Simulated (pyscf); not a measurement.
Single points on ωB97X-D3(BJ)/def2-SVP structures (PySCF, gas phase).

Estimate the classical barrier height and the reaction energy of F–W(F)(F)(F)(F)–SH (SMILES [F][W]([F])([F])([F])([F])[SH]) + HCl (SMILES Cl) -> H₂S (SMILES S) + F–W(F)(F)(F)(F)–Cl (SMILES [F][W]([F])([F])([F])([F])[Cl]) at ωB97M-D3(BJ)/def2-TZVP. The step runs on the singlet surface, breaks S–W, Cl–H and forms H–S, Cl–W; take the separated reactants as zero.

ΔE‡ = 17.7 kcal/mol, ΔE = -10.2 kcal/mol. Zero-point energy shifts the barrier by +0.5 kcal/mol. It is a four-centre exchange, with an imaginary mode of 531i cm⁻¹. On the product side the descent ends in an adduct with a S–W contact, 6.9 kcal/mol over the separated species and 17.7 kcal/mol under the saddle at ωB97X-D3(BJ)/def2-TZVP. What is counted as broken (S–W) persists as a longer contact in the product adduct; parting that adduct is a step of its own. One saddle was located; it need not be the lowest between these sides. Elements past Kr carry the def2 core potentials, without spin-orbit coupling.
